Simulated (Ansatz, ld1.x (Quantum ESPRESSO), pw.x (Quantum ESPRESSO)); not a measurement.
**From atom to crystal: PAW potential for lithium**

```
Element                 : Li
Generator               : ld1.x (Quantum ESPRESSO) 7.5
Type                    : PAW
Functional              : PBE
Relativity              : scalar-relativistic
Frozen core             : none
Valence charge          : 3
Reference configuration : 1s2 2s1 2p0
Partial waves           : 1s (bound): rcut 0.90, rcutus 1.00 bohr; 2s (bound): rcut 0.90, rcutus 1.00 bohr; 2p (bound, empty): rcut 3.55, rcutus 4.80 bohr; 2p channel at 3.85 Ry: rcut 3.55, rcutus 4.80 bohr; 3d channel at 0.15 Ry: rcut 3.10, rcutus 3.85 bohr; 3d channel at 0.5 Ry: rcut 3.10, rcutus 3.85 bohr
Local potential         : all-electron potential smoothed inside 4.70 bohr (lloc = -1)
Core correction         : none
Augmentation charge     : PSQ, inside the norm-conserving radii
```

Atomic tests: cutoffs needed: 50 Ry and 80 Ry (the cutoffs (Ry, on a coarse ladder) from which the occupation-weighted sum of valence levels, in a spherical-Bessel basis at the reference potential, stays within 10 and 1 mRy of its value at 400 Ry); ghost test: no extra level below or beside the all-electron valence levels (s, p, d, f tested) (spherical-Bessel basis up to 400 Ry, 20 bohr box); configuration tests: test run stopped at test 3 of 4 (negative rho), 2 before it not solved.

Crystal test: bcc Li in pw.x 7.5, no spin, 13³ k-points, Fermi–Dirac smearing 0.01 Ry, cutoffs 100/800 Ry. The reference is all-electron LAPW (Ansatz 0.2.0) with the same functional, mesh and smearing; V0 and B0 come from Birch–Murnaghan fits to the pressures at five volumes. Errors are pseudo minus all-electron; Δ is the rms difference of the E(V) curves that follow from these fits, minima aligned, over ±6 % about the mean V0. Mesh and smearing are coarse, so the numbers serve the comparison and aren't converged zero-temperature values; the lattice is a test structure that the element need not adopt.

```tsv
V (Å³/atom)	P all-electron (GPa)	P pseudo (GPa)
19.352	0.71	-3809737.26
19.862	0.30	-942743.87
20.371	-0.05	-409531.78
20.880	-0.38	-222285.61
21.390	-0.67	-136194.98
```

All-electron: a0 = 3.436 Å (V0 = 20.29 Å³/atom), B0 = 13.8 GPa.

Pseudopotential: converged, but broken (pressure over 100 GPa off). The largest radius (4.80 bohr) exceeds half the bond length (2.82 bohr), so the spheres overlap, which is one possible source of error among others. The pseudo pressure rises with volume over the whole range, a mechanical instability. Atomic configuration tests: test run stopped at test 3 of 4 (negative rho), 2 before it not solved. A pressure error of this size marks a broken potential; the numbers have no physical meaning.

Q: At the middle volume, how do free energy and pressure move when the wave cutoff is lowered (ecutrho held at 800 Ry)?

A:

| cutoff (Ry) | shift of F (meV/atom) | shift of P (GPa) |
| --- | --- | --- |
| 45 | +455.3 | +90.52 |
| 60 | +317.1 | +45.48 |
| 80 | +57.2 | +12.27 |

The 8 pw.x runs together took about 6 min on one core of a shared server CPU.
